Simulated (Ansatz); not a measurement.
# BH₃ (singlet): from Hartree-Fock to the top rungs, cc-pVDZ

Aim: climb from Hartree-Fock through coupled cluster and multireference methods for BH₃ (singlet) at one geometry and basis, and see what each rung misses.

The runs use Ansatz 0.2.0, Gaussian basis; cc-pVDZ, core rule «outside noble gas», up to 1 orbitals frozen.

The runs, in order: UHF; CCSD(T) on RHF; BCCD(T) on RHF; CISD; CCSDT(Q) on RHF; CISDTQ; CCSDTQ on RHF; CASSCF and MRCISD+Q, 6 electrons in 7 orbitals; CASSCF and NEVPT2, 6 electrons in 7 orbitals; Full CI.

21 further runs of the same task are left out: 5 for a known fault of the program, 8 that didn't finish, 8 set aside as unsound or not needed.

## (1) The system

The geometry is a PBE0/def2-TZVP stationary point (not a proven minimum).

4 atoms, charge 0, spin multiplicity 1.

Atoms are counted from 1 here; the program's logs count them from 0.

Bond lengths: B1–H2 1.193 Å, B1–H3 1.193 Å, B1–H4 1.193 Å. Angles: H2–B1–H3 120.0°, H2–B1–H4 120.0°, H3–B1–H4 120.0°.

In the tables R marks a restricted determinant and U an unrestricted one; 'valence' is the active space of 6 electrons in 7 orbitals; energies count from the table's Hartree-Fock row.

## (2) UHF

Contents of in.yaml:

```yaml
crystal:
  periodic: [false, false, false]
  atoms:
    - {symbol: B, position_ang: [0.000000, 0.000000, 0.000000]}
    - {symbol: H, position_ang: [1.193377, 0.014556, -0.000258]}
    - {symbol: H, position_ang: [-0.609294, 1.026213, -0.002837]}
    - {symbol: H, position_ang: [-0.584082, -1.040768, 0.003095]}
basis:
  gaussian: {orbitals: cc-pVDZ}
magnetization: {spin_polarized: true, initial_magnetization: 0}
hamiltonian: {xc: hf}
output: {orbitals: {seedname: orbitals}}
```

Run with:

```console
ansatz run in.yaml --threads 1 --pin off --events-out ev --progress --plain --max-ram 2393MiB
```

What it wrote:

```text
Functional definition: HF
  name "HF"
  cite "Fock, Z. Phys. 61, 126 (1930) doi:10.1007/BF01340294"
  parent pbe
  exchange = exact_x
  correlation = 0
259 factors; integrals over basis functions are off by at most 1.2e-3 eV
mean field evaluation 1: about -717.7429 eV, gradient 6.6e0 eV
mean field evaluation 2: about -717.7426 eV, gradient 6.6e0 eV
mean field evaluation 4: about -718.1294 eV, gradient 1.1e-1 eV
mean field evaluation 8: about -718.1295 eV, gradient 1.1e-4 eV
mean field -718.12951158 eV, -26.3907727847 hartree, gradient 1.8e-5 eV, S^2 0.000000; 0 other end points of the search recorded, 0 dependent functions left out
reference -718.12951158 eV, -26.3907727847 hartree; 4, 4 occupied and 25, 25 virtual orbitals, 259 factors
Total energy: -718.12951158 eV, -26.3907727847 hartree
```

It took 0.09 s on 1 thread of Arm Neoverse V2, shared host.

From the report: ⟨S²⟩ of the determinant 0.000 (pure singlet: 0.00).

The unrestricted search falls back on the restricted solution.

## (3) CCSD(T) on RHF

in.yaml: that of step 2 with these lines changed.

```diff
@@ -9,4 +9,3 @@
   gaussian: {orbitals: cc-pVDZ}
-magnetization: {spin_polarized: true, initial_magnetization: 0}
-hamiltonian: {xc: hf}
-output: {orbitals: {seedname: orbitals}}
+magnetization: {spin_polarized: false}
+correlation: {method: ccsd_t, electrons: outside_noble_gas}
```

Same command.

What it wrote, shortened:

```text
Functional definition: HF
  name "HF"
  cite "Fock, Z. Phys. 61, 126 (1930) doi:10.1007/BF01340294"
  parent pbe
[...]
259 factors; integrals over basis functions are off by at most 1.2e-3 eV
[...]
mean field -718.12951158 eV, -26.3907727847 hartree, gradient 2.3e-6 eV, S^2 0.000000; 0 other end points of the search recorded, 0 dependent functions left out
1 core orbitals not correlated: weight in the atoms' cores, before any rotation towards them, 1.000 or more for the frozen orbitals, at most 0.000 for the correlated occupied ones
reference -718.12951158 eV, -26.3907727847 hartree; 3, 3 occupied and 25, 25 virtual orbitals, 259 factors
second order -2.50538668 eV of doubles, -0.00000000 eV of singles
cycle   1  -2.99815301 eV  change   -4.9e-1 eV  update   4.3e-2
[...]
cycle   8  -3.15984940 eV  change    4.0e-6 eV  update   1.5e-6
perturbative correction -0.04123973 eV, -0.0015155320 hartree
Total energy: -721.33060070 eV, -26.5084106403 hartree
```

Wall time 0.15 s (1 thread of Arm Neoverse V2, shared host).

From the report: correlation -3.2011 eV; T1 0.005; largest double amplitude 0.04.

## (4) BCCD(T) on RHF

in.yaml: that of step 3 with these lines changed.

```diff
@@ -10,2 +10,2 @@
 magnetization: {spin_polarized: false}
-correlation: {method: ccsd_t, electrons: outside_noble_gas}
+correlation: {method: bccd_t, electrons: outside_noble_gas}
```

Launched as before.

What it wrote, shortened:

```text
Functional definition: HF
  name "HF"
  cite "Fock, Z. Phys. 61, 126 (1930) doi:10.1007/BF01340294"
  parent pbe
[...]
259 factors; integrals over basis functions are off by at most 1.2e-3 eV
[...]
mean field -718.12951158 eV, -26.3907727847 hartree, gradient 2.3e-6 eV, S^2 0.000000; 0 other end points of the search recorded, 0 dependent functions left out
1 core orbitals not correlated: weight in the atoms' cores, before any rotation towards them, 1.000 or more for the frozen orbitals, at most 0.000 for the correlated occupied ones
reference -718.12951158 eV, -26.3907727847 hartree; 3, 3 occupied and 25, 25 virtual orbitals, 259 factors
second order -2.50538668 eV of doubles, -0.00000000 eV of singles
cycle   1  -2.99981073 eV  change   -4.9e-1 eV  update   4.3e-2
[...]
cycle   8  -3.15909814 eV  change    2.4e-6 eV  update   1.6e-6
perturbative correction -0.04197096 eV, -0.0015424043 hartree
Total energy: -721.33058067 eV, -26.5084099043 hartree
```

Wall time 0.18 s (1 thread of Arm Neoverse V2, shared host).

From the report: correlation -3.2011 eV; largest double amplitude 0.04.

## (5) CISD

in.yaml: that of step 4 with these lines changed.

```diff
@@ -9,3 +9,2 @@
   gaussian: {orbitals: cc-pVDZ}
-magnetization: {spin_polarized: false}
-correlation: {method: bccd_t, electrons: outside_noble_gas}
+correlation: {active_space: {ras: {orbitals: [3, 0, 25], electrons: 6, max_holes: 2, max_particles: 2}, fixed_orbitals: true}}
```

Same command.

What it wrote:

```text
Functional definition: HF
  name "HF"
  cite "Fock, Z. Phys. 61, 126 (1930) doi:10.1007/BF01340294"
  parent pbe
  exchange = exact_x
  correlation = 0
259 factors; integrals over basis functions are off by at most 1.2e-3 eV
mean field evaluation 1: about -717.7429 eV, gradient 9.4e0 eV
mean field evaluation 2: about -717.7426 eV, gradient 9.4e0 eV
mean field evaluation 4: about -718.1294 eV, gradient 1.5e-1 eV
mean field evaluation 8: about -718.1295 eV, gradient 9.5e-5 eV
mean field -718.12951158 eV, -26.3907727847 hartree, gradient 2.3e-6 eV, S^2 0.000000; 0 other end points of the search recorded, 0 dependent functions left out
reference -718.12951158 eV, -26.3907727847 hartree; 4, 4 occupied and 25, 25 virtual orbitals, 259 factors
state -721.19411583 eV, -26.5033949137 hartree
Total energy: -721.19411583 eV, -26.5033949137 hartree
```

Run time: 0.45 s. Hardware: 1 thread of Arm Neoverse V2, shared host.

From the report: 2,272 determinants.

## (6) CCSDT(Q) on RHF

in.yaml: that of step 5 with these lines changed.

```diff
@@ -9,2 +9,3 @@
   gaussian: {orbitals: cc-pVDZ}
-correlation: {active_space: {ras: {orbitals: [3, 0, 25], electrons: 6, max_holes: 2, max_particles: 2}, fixed_orbitals: true}}
+magnetization: {spin_polarized: false}
+correlation: {method: ccsdt_q, electrons: outside_noble_gas}
```

Same command.

What it wrote, shortened:

```text
Functional definition: HF
  name "HF"
  cite "Fock, Z. Phys. 61, 126 (1930) doi:10.1007/BF01340294"
  parent pbe
[...]
524 factors; integrals over basis functions are off by at most 1.3e-7 eV
[...]
mean field -718.12951378 eV, -26.3907728657 hartree, gradient 2.3e-6 eV, S^2 0.000000; 0 other end points of the search recorded, 0 dependent functions left out
1 core orbitals not correlated: weight in the atoms' cores, before any rotation towards them, 1.000 or more for the frozen orbitals, at most 0.000 for the correlated occupied ones
reference -718.12951378 eV, -26.3907728657 hartree; 3, 3 occupied and 25, 25 virtual orbitals, 524 factors
second order -2.50540282 eV of doubles, -0.00000000 eV of singles
cycle   1  -2.99813974 eV  change   -4.9e-1 eV  update   4.6e-2
[...]
cycle  10  -3.21068664 eV  change   -3.5e-7 eV  update   3.1e-7
perturbative correction -0.00093927 eV, -0.0000345177 hartree
Total energy: -721.34113969 eV, -26.5087979410 hartree
```

Run time: 0.51 s. Hardware: 1 thread of Arm Neoverse V2, shared host.

From the report: correlation -3.2116 eV; T1 0.005; largest double amplitude 0.05.

## (7) CISDTQ

in.yaml: that of step 6 with these lines changed.

```diff
@@ -9,3 +9,2 @@
   gaussian: {orbitals: cc-pVDZ}
-magnetization: {spin_polarized: false}
-correlation: {method: ccsdt_q, electrons: outside_noble_gas}
+correlation: {active_space: {ras: {orbitals: [3, 0, 25], electrons: 6, max_holes: 4, max_particles: 4}, fixed_orbitals: true}}
```

Launched as before.

What it wrote:

```text
Functional definition: HF
  name "HF"
  cite "Fock, Z. Phys. 61, 126 (1930) doi:10.1007/BF01340294"
  parent pbe
  exchange = exact_x
  correlation = 0
259 factors; integrals over basis functions are off by at most 1.2e-3 eV
mean field evaluation 1: about -717.7429 eV, gradient 9.4e0 eV
mean field evaluation 2: about -717.7426 eV, gradient 9.4e0 eV
mean field evaluation 4: about -718.1294 eV, gradient 1.5e-1 eV
mean field evaluation 8: about -718.1295 eV, gradient 9.5e-5 eV
mean field -718.12951158 eV, -26.3907727847 hartree, gradient 2.3e-6 eV, S^2 0.000000; 0 other end points of the search recorded, 0 dependent functions left out
reference -718.12951158 eV, -26.3907727847 hartree; 4, 4 occupied and 25, 25 virtual orbitals, 259 factors
state -721.33913116 eV, -26.5087241290 hartree
Total energy: -721.33913116 eV, -26.5087241290 hartree
```

It took 1.2 s on 1 thread of Arm Neoverse V2, shared host.

From the report: 335,138 determinants.

## (8) CCSDTQ on RHF

in.yaml: that of step 7 with these lines changed.

```diff
@@ -9,2 +9,3 @@
   gaussian: {orbitals: cc-pVDZ}
-correlation: {active_space: {ras: {orbitals: [3, 0, 25], electrons: 6, max_holes: 4, max_particles: 4}, fixed_orbitals: true}}
+magnetization: {spin_polarized: false}
+correlation: {method: ccsdtq, electrons: outside_noble_gas}
```

Launched as before.

What it wrote, shortened:

```text
Functional definition: HF
  name "HF"
  cite "Fock, Z. Phys. 61, 126 (1930) doi:10.1007/BF01340294"
  parent pbe
[...]
524 factors; integrals over basis functions are off by at most 1.3e-7 eV
[...]
mean field -718.12951378 eV, -26.3907728657 hartree, gradient 2.3e-6 eV, S^2 0.000000; 0 other end points of the search recorded, 0 dependent functions left out
1 core orbitals not correlated: weight in the atoms' cores, before any rotation towards them, 1.000 or more for the frozen orbitals, at most 0.000 for the correlated occupied ones
reference -718.12951378 eV, -26.3907728657 hartree; 3, 3 occupied and 25, 25 virtual orbitals, 524 factors
second order -2.50540282 eV of doubles, -0.00000000 eV of singles
cycle   1  -2.99813974 eV  change   -4.9e-1 eV  update   4.6e-2
[...]
cycle  11  -3.21181007 eV  change    1.1e-7 eV  update   3.0e-7
Total energy: -721.34132384 eV, -26.5088047086 hartree
```

It took 5.5 s on 1 thread of Arm Neoverse V2, shared host.

From the report: correlation -3.2118 eV; T1 0.005; largest double amplitude 0.05.

## (9) CASSCF and MRCISD+Q, 6 electrons in 7 orbitals

in.yaml: that of step 8 with these lines changed.

```diff
@@ -9,3 +9,2 @@
   gaussian: {orbitals: cc-pVDZ}
-magnetization: {spin_polarized: false}
-correlation: {method: ccsdtq, electrons: outside_noble_gas}
+correlation: {method: fic_mrcisd_q, electrons: outside_noble_gas, active_space: {window: {electrons: 6, orbitals: 7}, shells: [{species: B, l: s, shell: 2}, {species: B, l: p, shell: 2}, {species: H, l: s, shell: 1}]}}
```

Same command.

What it wrote, shortened:

```text
Functional definition: HF
  name "HF"
  cite "Fock, Z. Phys. 61, 126 (1930) doi:10.1007/BF01340294"
  parent pbe
[...]
524 factors; integrals over basis functions are off by at most 1.3e-7 eV
[...]
mean field -718.12951378 eV, -26.3907728657 hartree, gradient 2.3e-6 eV, S^2 0.000000; 0 other end points of the search recorded, 0 dependent functions left out
reference -718.12951378 eV, -26.3907728657 hartree; 4, 4 occupied and 25, 25 virtual orbitals, 524 factors
state -719.44002197 eV, -26.4389331536 hartree
contracted CI cycle   1: correlation 0.00000000 eV, 0.0000000000 hartree, residual 1.11e1 eV
contracted CI cycle   2: correlation -1.74783512 eV, -0.0642317561 hartree, residual 2.54e0 eV
contracted CI cycle   3: correlation -1.83768445 eV, -0.0675336579 hartree, residual 5.92e-1 eV
contracted CI cycle   4: correlation -1.84231505 eV, -0.0677038291 hartree, residual 1.49e-1 eV
contracted CI cycle   5: correlation -1.84258951 eV, -0.0677139156 hartree, residual 3.45e-2 eV
contracted CI cycle   6: correlation -1.84260493 eV, -0.0677144821 hartree, residual 8.46e-3 eV
contracted CI cycle   7: correlation -1.84260584 eV, -0.0677145158 hartree, residual 2.15e-3 eV
contracted CI cycle   8: correlation -1.84260590 eV, -0.0677145180 hartree, residual 5.54e-4 eV
state -719.44002197 eV, -26.4389331536 hartree; corrected -721.34240542 eV, -26.5088444556 hartree
Total energy: -721.34240542 eV, -26.5088444556 hartree
Checks for a lower state left out: starts, orbital_swaps
```

Run time: 0.84 s. Hardware: 1 thread of Arm Neoverse V2, shared host.

From the report: 321 determinants; active occupations 1.98, 1.98, 1.98, 0.02, 0.02, 0.02, 0.01.

## (10) CASSCF and NEVPT2, 6 electrons in 7 orbitals

Contents of in.yaml:

```yaml
crystal:
  periodic: [false, false, false]
  atoms:
    - {symbol: B, position_ang: [0.000000, 0.000000, 0.000000]}
    - {symbol: H, position_ang: [1.193377, 0.014556, -0.000258]}
    - {symbol: H, position_ang: [-0.609294, 1.026213, -0.002837]}
    - {symbol: H, position_ang: [-0.584082, -1.040768, 0.003095]}
basis:
  gaussian: {orbitals: cc-pVDZ}
correlation: {method: sc_nevpt2, electrons: outside_noble_gas, active_space: {window: {electrons: 6, orbitals: 7}, shells: [{species: B, l: s, shell: 2}, {species: B, l: p, shell: 2}, {species: H, l: s, shell: 1}]}}
```

Same command.

What it wrote:

```text
Functional definition: HF
  name "HF"
  cite "Fock, Z. Phys. 61, 126 (1930) doi:10.1007/BF01340294"
  parent pbe
  exchange = exact_x
  correlation = 0
524 factors; integrals over basis functions are off by at most 1.3e-7 eV
mean field evaluation 1: about -717.7429 eV, gradient 9.4e0 eV
mean field evaluation 2: about -717.7426 eV, gradient 9.4e0 eV
mean field evaluation 4: about -718.1294 eV, gradient 1.5e-1 eV
mean field evaluation 8: about -718.1295 eV, gradient 9.5e-5 eV
mean field -718.12951378 eV, -26.3907728657 hartree, gradient 2.3e-6 eV, S^2 0.000000; 0 other end points of the search recorded, 0 dependent functions left out
reference -718.12951378 eV, -26.3907728657 hartree; 4, 4 occupied and 25, 25 virtual orbitals, 524 factors
state -719.44002197 eV, -26.4389331536 hartree
state -719.44002197 eV, -26.4389331536 hartree; corrected -720.76876042 eV, -26.4877633909 hartree
Total energy: -720.76876042 eV, -26.4877633909 hartree
Checks for a lower state left out: starts, orbital_swaps
```

Wall time 0.42 s (1 thread of Arm Neoverse V2, shared host).

From the report: 321 determinants; active occupations 1.98, 1.98, 1.98, 0.02, 0.02, 0.02, 0.01.

## (11) Full CI

in.yaml: that of step 10 with these lines changed.

```diff
@@ -9,2 +9,2 @@
   gaussian: {orbitals: cc-pVDZ}
-correlation: {method: sc_nevpt2, electrons: outside_noble_gas, active_space: {window: {electrons: 6, orbitals: 7}, shells: [{species: B, l: s, shell: 2}, {species: B, l: p, shell: 2}, {species: H, l: s, shell: 1}]}}
+correlation: {method: fci, electrons: outside_noble_gas}
```

The command is unchanged.

What it wrote:

```text
Functional definition: HF
  name "HF"
  cite "Fock, Z. Phys. 61, 126 (1930) doi:10.1007/BF01340294"
  parent pbe
  exchange = exact_x
  correlation = 0
524 factors; integrals over basis functions are off by at most 1.3e-7 eV
mean field evaluation 1: about -717.7429 eV, gradient 9.4e0 eV
mean field evaluation 2: about -717.7426 eV, gradient 9.4e0 eV
mean field evaluation 4: about -718.1294 eV, gradient 1.5e-1 eV
mean field evaluation 8: about -718.1295 eV, gradient 9.5e-5 eV
mean field -718.12951378 eV, -26.3907728657 hartree, gradient 2.3e-6 eV, S^2 0.000000; 0 other end points of the search recorded, 0 dependent functions left out
1 core orbitals not correlated: weight in the atoms' cores, before any rotation towards them, 1.000 or more for the frozen orbitals, at most 0.000 for the correlated occupied ones
reference -718.12951378 eV, -26.3907728657 hartree; 3, 3 occupied and 25, 25 virtual orbitals, 524 factors
state -721.34133712 eV, -26.5088051963 hartree
Total energy: -721.34133712 eV, -26.5088051963 hartree
```

Run time: 6.5 s. Hardware: 1 thread of Arm Neoverse V2, shared host; peak memory 0.3 GiB.

From the report: 2,701,046 determinants, symmetry A1.

## (12) How many determinants matter

Natural occupations of the FCI state about the gap (report; correlated orbitals 1 to 10): 1.963, 1.957, 1.957, 0.019, 0.019, 0.018, 0.016, 0.009, 0.009, 0.006. The count of effectively unpaired electrons, Σ n²(2 − n)², is 0.03; a single determinant of this spin has 0.

## (13) Misses and costs

The yardstick is full CI for this spin, exact in this basis with these frozen cores. Rows without a time come out of other runs: HF, MP2 and CCSD of CCSD(T), CCSDT of CCSDT(Q), CASSCF and MRCISD of the multireference runs.

Differences are taken before rounding.

```csv
method,energy from the lowest RHF (kcal/mol),from FCI (kcal/mol),time
RHF,0.00,+74.07,
RMP2,-57.78,+16.29,
CISD,-70.67,+3.40,0.45 s
RCCSD,-72.87,+1.20,
RCCSD(T),-73.82,+0.25,0.15 s
BCCD(T),-73.82,+0.25,0.18 s
RCCSDT,-74.04,+0.03,
CISDTQ,-74.02,+0.05,1.2 s
RCCSDT(Q),-74.06,0.00,0.51 s
RCCSDTQ,-74.07,0.00,5.5 s
CASSCF valence,-30.22,+43.85,
NEVPT2 valence,-60.86,+13.20,0.42 s
MRCISD valence,-72.71,+1.35,
MRCISD+Q valence,-74.09,-0.02,0.84 s
FCI,-74.07,0,6.5 s
```

Among the levels timed on like hardware and quicker than the yardstick, those that no quicker one beats, quickest first: RCCSD(T) (0.15 s, +0.25 kcal/mol); RCCSDT(Q) (0.51 s, 0.00 kcal/mol); RCCSDTQ (5.5 s, 0.00 kcal/mol). Runs this short are mostly start-up, so their order is noise.

With the free atoms at the same levels and basis (separate runs), the atomisation energy is 11.462 eV at FCI, 11.461 eV at RCCSD(T), 9.877 eV at RHF.

## (14) Outcome

| quantity | value |
| --- | --- |
| FCI below the RHF energy | -3.2118 eV |
| RMP2 from FCI | +16.29 kcal/mol |
| RCCSD from FCI | +1.20 kcal/mol |
| RCCSD(T) from FCI | +0.25 kcal/mol |
| RCCSDT(Q) from FCI | 0.00 kcal/mol |
| NEVPT2 valence from FCI | +13.20 kcal/mol |
| MRCISD+Q valence from FCI | -0.02 kcal/mol |
| levels within 1 kcal/mol (43 meV) | RCCSD(T), BCCD(T), RCCSDT, CISDTQ, RCCSDT(Q), RCCSDTQ, MRCISD+Q valence |
| T1 diagnostic | 0.005 |
| effectively unpaired electrons | 0.03 |

**Reading.** RCCSD(T) misses by +0.25 kcal/mol, 0.3 % of the correlation energy. One determinant dominates. Of the multireference levels listed MRCISD+Q valence comes nearest in total energy (-0.02 kcal/mol), which doesn't show that its space is the better one. These misses are within one basis, not against nature.
